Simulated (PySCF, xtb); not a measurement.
O2S, SMILES O=S=O.

GFN2-xTB in xtb at its own geometry gives an orbital gap of 3.51 eV and a dipole moment of 3.22 D.

Geometry optimised at B3LYP-D3(BJ)/def2-TZVP.

Q: What does PBE0/def2-TZVPD in PySCF give? (An estimate is asked for; the answer gives what the named calculation found.)

A: gap 6.10 eV (levels -9.65 and -3.55 eV), dipole 1.67 D.
